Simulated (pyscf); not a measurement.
Optimised with ωB97X-D3(BJ)/def2-SVP in PySCF.

PBE/def2-TZVP puts the barrier of F–N•–F + F–SiH(F)–F → F–Si(F)(F)–F + •HN–F (four-centre exchange; doublet surface; F–N, H–Si broken, F–Si, H–N formed) at 38.8 kcal/mol and the reaction energy at -62.4 kcal/mol, from the separated reactants. What do B3LYP-D3(BJ)/def2-TZVP, M06-2X/def2-TZVP, ωB97M-D3(BJ)/def2-TZVP give on the same structures?

B3LYP-D3(BJ): ΔE‡ = 47.2 kcal/mol, ΔE = -68.8 kcal/mol; M06-2X: ΔE‡ = 53.1 kcal/mol, ΔE = -73.4 kcal/mol; ωB97M-D3(BJ): ΔE‡ = 51.3 kcal/mol, ΔE = -70.3 kcal/mol. PBE's barrier lies under all of them, by 8.3 to 14.3 kcal/mol. Its reaction energy lies over all of them, by 6.3 to 10.9 kcal/mol. Low barriers are usual for a GGA, whose delocalisation error favours stretched bonds. One saddle was located; it need not be the lowest between these sides.
